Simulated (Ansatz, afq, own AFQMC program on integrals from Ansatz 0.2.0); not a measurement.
CH₃, doublet in 6-31G, levels against full CI

```xyz
4

C     0.0621   -0.1043    0.0003
H     1.1420   -0.0903    0.0000
H    -1.4158    2.3803   -0.0070
H    -0.4658   -1.0466    0.0034
```

Basis 6-31G. Noble-gas cores (and the filled d shells of Ga–Kr and In–Xe) are frozen. AFQMC by an in-house program on the Cholesky factors that Ansatz 0.2.0 writes for its CCSD(T) run. The CISD trial takes its coefficients from CCSD amplitudes. Released means that phaseless walkers are propagated on without the constraint, phases kept. ± is one standard error of the sampling.

Determinant: UHF, the one that the program's search chose, which needn't be the lowest solution. The geometry is a point of a scan.

Full CI on the same integrals is exact in this basis and with this determinant's frozen core.

Cautions: unrestricted determinant spin contaminated (⟨S²⟩ 1.74 against 0.75).

```
T1 diagnostic                               : 0.0111
weight of the determinant in the CISD state : 0.948
⟨S²⟩ of the determinant                     : 1.743
size of the correlated space                : 7 electrons in 14 orbitals
```

Reference: full CI, correlation energy -1.930 eV. The released energy is read at 2.40 1/Eh (meV from the phaseless value at times in 1/Eh: -0.2 ± 1.2 at 0.24, -1.4 ± 1.2 at 0.51, 0.5 ± 0.9 at 0.99, 0.0 ± 1.0 at 1.62, 0.3 ± 1.0 at 2.40). The cautions show a poor starting determinant, so the rows tell how each method copes with it here, and full CI is the sure value.

```json
{"level": "HF", "E − E(reference) (kJ/mol)": "186.2", "share of correlation (%)": "0.00"}
{"level": "MP2", "E − E(reference) (kJ/mol)": "46.9", "share of correlation (%)": "74.82"}
{"level": "CCSD", "E − E(reference) (kJ/mol)": "6.3", "share of correlation (%)": "96.61"}
{"level": "CCSD(T)", "E − E(reference) (kJ/mol)": "4.2", "share of correlation (%)": "97.77"}
{"level": "CCSDT", "E − E(reference) (kJ/mol)": "0.6", "share of correlation (%)": "99.70"}
{"level": "CCSDT(Q)", "E − E(reference) (kJ/mol)": "0.1", "share of correlation (%)": "99.97"}
{"level": "CCSDTQ", "E − E(reference) (kJ/mol)": "0.1", "share of correlation (%)": "99.97"}
{"level": "ph-AFQMC/CISD", "E − E(reference) (kJ/mol)": "-0.2 ± 0.2", "share of correlation (%)": "100.12"}
{"level": "released AFQMC", "E − E(reference) (kJ/mol)": "-0.2 ± 0.1", "share of correlation (%)": "100.11"}
```

CCSDT and higher add their correlation energy to the determinant of the CCSD(T) run, since their own runs factorise the integrals more tightly (a shift of under 2 meV). A walk keeps the symmetry of its determinant, which the program's search chose and which needn't be the lowest solution, so a lower state of the same spin and another symmetry isn't excluded. Released energies are given only where the last usable release times agree within the noise; a slower fall can still hide under it.
